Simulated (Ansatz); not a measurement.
A nudged elastic band was laid between two geometries of BH3P2 (6 atoms, charge 0, multiplicity 1).

Computed with RKS PBE-D4/def2-SVP (Ansatz 0.2.0).

| Quantity | Value |
| --- | --- |
| movable images | 7 |
| climbing image | yes |
| spring | 5.0 eV/Å² |
| optimiser | quadratic models (default) |
| start path | through a guess of the saddle point |
| force threshold | 0.05 eV/Å |
| iteration limit | 60 |
| end points | relaxed |

Initial state:

```xyz
6
Properties=species:S:1:pos:R:3
B -0.641 -0.352 -0.351
P 0.698 0.968 -0.627
P 0.450 -0.395 1.203
H -1.614 -0.853 -0.858
H 1.559 0.019 -1.292
H -0.410 0.549 1.879
```

Final state:

```xyz
6
Properties=species:S:1:pos:R:3
B -0.842 -0.792 -0.257
P 0.469 0.530 0.072
P 0.343 -1.438 0.944
H -1.831 -0.925 -0.931
H 1.573 0.871 -0.771
H 0.329 1.689 0.897
```

(1) Which bonds break or form, and what moves?

(2) Give the energies along the band, and the barrier.

(3) What is the geometry of the highest image?

(4) What are the harmonic wavenumbers there?

Results:

(1) Bonds broken: P3–H6. Bonds formed: P2–H6.

(2) The forces met the threshold. The highest image is number 4 of 0 to 8, 53.4 kJ/mol above the first end and 70.2 kJ/mol above the last; the last end lies 16.8 kJ/mol below the first. A vibrational analysis at the climbing image gives one clearly imaginary mode, 590i cm⁻¹: a first-order saddle point. The orbitals stay closed-shell, which can raise the energy where a bond breaks towards radicals; this wasn't checked here.

| image | path coordinate (Å) | energy (kJ/mol) | P3–H6 (Å) | P2–H6 (Å) |
| --- | --- | --- | --- | --- |
| 0 | 0.00 | 0.0 | 1.44 | 2.77 |
| 1 | 0.40 | 3.3 | 1.44 | 2.62 |
| 2 | 0.80 | 17.9 | 1.43 | 2.40 |
| 3 | 1.20 | 41.1 | 1.45 | 2.13 |
| 4 | 1.61 | 53.4 | 1.53 | 1.84 |
| 5 | 2.14 | 42.7 | 1.88 | 1.52 |
| 6 | 2.66 | 34.0 | 2.39 | 1.43 |
| 7 | 3.19 | 6.8 | 2.79 | 1.42 |
| 8 | 3.72 | -16.8 | 3.13 | 1.43 |

(3) 
```xyz
6
Properties=species:S:1:pos:R:3:forces:R:3
B -0.813 -0.426 -0.273 0.01 0.00 0.00
P 0.411 1.012 -0.386 0.01 0.00 0.02
P -0.094 -0.666 1.372 0.00 0.01 0.00
H -1.469 -1.095 -1.027 -0.01 -0.01 -0.01
H 1.476 0.385 -1.163 0.00 0.00 0.00
H 0.530 0.727 1.431 0.00 0.00 -0.01
```

(4) 590i, 375, 556, 621, 658, 689, 759, 865, 897, 1875, 2188, 2678 cm⁻¹.

Time of the run: 110 s on 1 thread of Arm Neoverse V2 (shared host), peak memory 0.11 GiB.
